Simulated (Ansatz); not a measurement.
One change: `NCOCN` becomes `N=COCN`.

Ansatz, PBE0-D4/def2-TZVP geometries, multiplicity 1. Each molecule was computed in one conformer, which needn't be the lowest.

| property | `NCOCN` |
| --- | --- |
| size of the dipole moment (ωB97M-V/def2-TZVPP) / D | 0.73 |
| LUMO energy (PBE/def2-TZVPP) / eV | 0.34 |
| LUMO energy (B3LYP/def2-TZVPP) / eV | 0.79 |
| size of the dipole moment (PBE/def2-TZVPP) / D | 0.84 |
| HOMO–LUMO gap (B3LYP/def2-TZVPP) / eV | 7.69 |
| HOMO–LUMO gap (PBE/def2-TZVPP) / eV | 5.98 |

(1) What does the change do to each property? (Estimate.)

Answers

(1) Ansatz gave: 
```csv
property,`N=COCN`,shift
size of the dipole moment (ωB97M-V/def2-TZVPP) / D,3.66,2.93
LUMO energy (PBE/def2-TZVPP) / eV,-0.34,-0.68
LUMO energy (B3LYP/def2-TZVPP) / eV,0.35,-0.44
size of the dipole moment (PBE/def2-TZVPP) / D,3.71,2.87
HOMO–LUMO gap (B3LYP/def2-TZVPP) / eV,7.61,-0.08
HOMO–LUMO gap (PBE/def2-TZVPP) / eV,5.64,-0.34
```

With PBE0 the HOMO falls by 0.36 eV and the LUMO falls by 0.43 eV, so the gap narrows by about 0.07 eV. PBE moves the HOMO by -0.33 eV and ωB97M-V by -0.35 eV. Dipoles are sizes alone; their direction can turn.

B3LYP here is the variant with VWN-RPA as its local correlation; programs differ in this.
